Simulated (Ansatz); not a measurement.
# CCSD(T) against full CI for several species

Each species is computed at the geometry given (Å), with frozen cores, in Ansatz 0.2.0: RHF-CCSD(T) for singlets, UHF-CCSD(T) otherwise, and full CI in the same basis. The program picks the determinant by trial CCSD, so it needn't be the lowest Hartree–Fock solution. States: C2H Σ⁺ or Δ, ClF Σ⁺ or Δ, F2 Σg⁺ or Δg. Cases whose determinant has another symmetry than full CI's state, or whose (Q) step broke down, weren't drawn.

Q: Judging by size, spin and bonding, rank them by the size of CCSD(T)'s error in total energy against full CI in the same basis, smallest first (an estimate).
A. C₂H, doublet, 6-31G: C 0.000 0.000 0.038; C 0.000 0.000 -1.141; H 0.000 0.000 1.103
B. ClF, singlet, 6-31G: F 0.000 0.000 0.000; Cl 0.000 0.000 1.659
C. F2, singlet, 6-31G: F 0.000 0.000 0.000; F 0.000 0.000 1.421

A: B (23.5 meV), C (40.8 meV), A (52.9 meV).

```tsv
species	basis	correlated electrons	CCSD(T) − full CI (meV)	CCSDT(Q) − full CI (meV)	unpaired electrons (full CI)	T1	⟨S²⟩ of the determinant
ClF, singlet	6-31G	14	23.5	-0.5	0.05	0.009	0.00
F2, singlet	6-31G	14	40.8	-1.9	0.12	0.010	0.00
C2H, doublet	6-31G	9	52.9	5.8	1.13	0.062	1.13
```

Unpaired electrons are Σ n²(2−n)² over natural occupations; an open shell counts its own unpaired electrons too. Frozen cores follow each run's orbitals, which moves totals by a few meV.
